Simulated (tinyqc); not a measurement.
CIS on RHF in the sto-6g basis, for BH2+, spin multiplicity 1, step by step. One step of it, computed by the program tinyqc.

Question. CIS matrix, singlets. A(ia,jb) = (e_a - e_i) d_ij d_ab + 2 (ia|jb) - (ij|ab).

orbital energies (hartree): MO1 -8.039759, MO2 -0.964752, MO3 -0.810403, MO4 -0.247425, MO5 -0.167739, MO6 0.235148, MO7 0.256185

Two-electron integrals over orbitals (pq|rs), unique and non-zero (hartree):
```
(11|11) 2.903556    (21|11) -0.258568   (21|21) 0.037485    (22|11) 0.620683
(22|21) -0.007996   (22|22) 0.474923    (31|31) 0.009075    (32|31) 0.014465
(32|32) 0.139077    (33|11) 0.555820    (33|21) -0.003060   (33|22) 0.463496
(33|33) 0.479440    (41|11) 0.155591    (41|21) -0.019910   (41|22) 0.014149
(41|33) 0.006503    (41|41) 0.028079    (42|11) -0.081956   (42|21) 0.007240
(42|22) 0.023169    (42|33) 0.018095    (42|41) 0.011866    (42|42) 0.068383
(43|31) -0.002758   (43|32) 0.022938    (43|43) 0.032057    (44|11) 0.704683
(44|21) -0.012365   (44|22) 0.436110    (44|33) 0.423617    (44|41) -0.010467
(44|42) -0.073488   (44|44) 0.576855    (51|51) 0.021992    (52|51) 0.021620
(52|52) 0.073853    (53|53) 0.018906    (54|51) -0.012494   (54|52) -0.033614
(54|54) 0.044415    (55|11) 0.743132    (55|21) -0.009081   (55|22) 0.469851
(55|33) 0.436722    (55|41) 0.005071    (55|42) -0.040170   (55|44) 0.506495
(55|55) 0.587109    (61|11) -0.200367   (61|21) 0.031521    (61|22) -0.000581
(61|33) 0.000260    (61|41) -0.006106   (61|42) 0.014531    (61|44) -0.018486
(61|55) -0.005206   (61|61) 0.033089    (62|11) 0.205655    (62|21) -0.006610
(62|22) 0.053849    (62|33) 0.016076    (62|41) 0.014108    (62|42) -0.005541
(62|44) 0.057228    (62|55) 0.101788    (62|61) 0.001407    (62|62) 0.088917
(63|31) 0.001368    (63|32) -0.063471   (63|43) -0.026896   (63|63) 0.073718
(64|11) 0.086184    (64|21) 0.000436    (64|22) 0.022286    (64|33) 0.001980
(64|41) 0.002948    (64|42) -0.008651   (64|44) 0.047657    (64|55) 0.042112
(64|61) 0.002782    (64|62) 0.046470    (64|64) 0.033148    (65|51) 0.016116
(65|52) 0.049631    (65|54) -0.012319   (65|65) 0.041468    (66|11) 0.621571
(66|21) -0.007003   (66|22) 0.483169    (66|33) 0.471472    (66|41) 0.022411
(66|42) 0.054457    (66|44) 0.410381    (66|55) 0.450535    (66|61) 0.005851
(66|62) 0.040086    (66|64) 0.014205    (66|66) 0.533875    (71|31) 0.013491
(71|32) 0.019146    (71|43) -0.004523   (71|63) 0.002104    (71|71) 0.020171
(72|31) 0.007612    (72|32) -0.017645   (72|43) -0.033640   (72|63) 0.051224
(72|71) 0.010856    (72|72) 0.054652    (73|11) 0.216844    (73|21) -0.006044
(73|22) 0.034078    (73|33) 0.021829    (73|41) -0.000941   (73|42) -0.056513
(73|44) 0.101153    (73|55) 0.105754    (73|61) -0.006630   (73|62) 0.070263
(73|64) 0.040628    (73|66) -0.008220   (73|73) 0.111178    (74|31) -0.009137
(74|32) -0.071606   (74|43) 0.004305    (74|63) 0.039235    (74|71) -0.012957
(74|72) 0.004378    (74|74) 0.057860    (75|53) 0.016316    (75|75) 0.017903
(76|31) 0.009417    (76|32) 0.113662    (76|43) 0.036655    (76|63) -0.076824
(76|71) 0.012437    (76|72) -0.043609   (76|74) -0.057254   (76|76) 0.121069
(77|11) 0.635076    (77|21) -0.008017   (77|22) 0.460839    (77|33) 0.477440
(77|41) 0.004374    (77|42) 0.000604    (77|44) 0.454765    (77|55) 0.453624
(77|61) -0.005865   (77|62) 0.014480    (77|64) 0.001256    (77|66) 0.477854
(77|73) 0.031622    (77|77) 0.501730
```

Give: CIS matrix A, singlet.

Answer.

CIS matrix A, singlet (hartree):
```
         1>4     1>5      1>6      1>7      2>4     2>5      2>6      2>7
1>4   7.1438  0.0000  -0.0984   0.0000   0.0361  0.0000   0.0278   0.0000
1>5   0.0000  7.1729   0.0000   0.0000   0.0000  0.0523   0.0000   0.0000
1>6  -0.0984  0.0000   7.7195   0.0000   0.0286  0.0000   0.0098   0.0000
1>7   0.0000  0.0000   0.0000   7.7012   0.0000  0.0000   0.0000   0.0297
2>4   0.0361  0.0000   0.0286   0.0000   0.4180  0.0000  -0.0334   0.0000
2>5   0.0000  0.0523   0.0000   0.0000   0.0000  0.4749   0.0000   0.0000
2>6   0.0278  0.0000   0.0098   0.0000  -0.0334  0.0000   0.8946   0.0000
2>7   0.0000  0.0000   0.0000   0.0297   0.0000  0.0000   0.0000   0.8694
3>4   0.0000  0.0000   0.0000   0.0001   0.0000  0.0000   0.0000   0.0043
3>5   0.0000  0.0000   0.0000   0.0000   0.0000  0.0000   0.0000   0.0000
3>6   0.0000  0.0000   0.0000  -0.0052   0.0000  0.0000   0.0000  -0.0112
3>7   0.0073  0.0000  -0.0227   0.0000  -0.0414  0.0000   0.0269   0.0000

         3>4     3>5      3>6      3>7
1>4   0.0000  0.0000   0.0000   0.0073
1>5   0.0000  0.0000   0.0000   0.0000
1>6   0.0000  0.0000   0.0000  -0.0227
1>7   0.0001  0.0000  -0.0052   0.0000
2>4   0.0000  0.0000   0.0000  -0.0414
2>5   0.0000  0.0000   0.0000   0.0000
2>6   0.0000  0.0000   0.0000   0.0269
2>7   0.0043  0.0000  -0.0112   0.0000
3>4   0.2035  0.0000  -0.0558   0.0000
3>5   0.0000  0.2438   0.0000   0.0000
3>6  -0.0558  0.0000   0.7215   0.0000
3>7   0.0000  0.0000   0.0000   0.8115
```
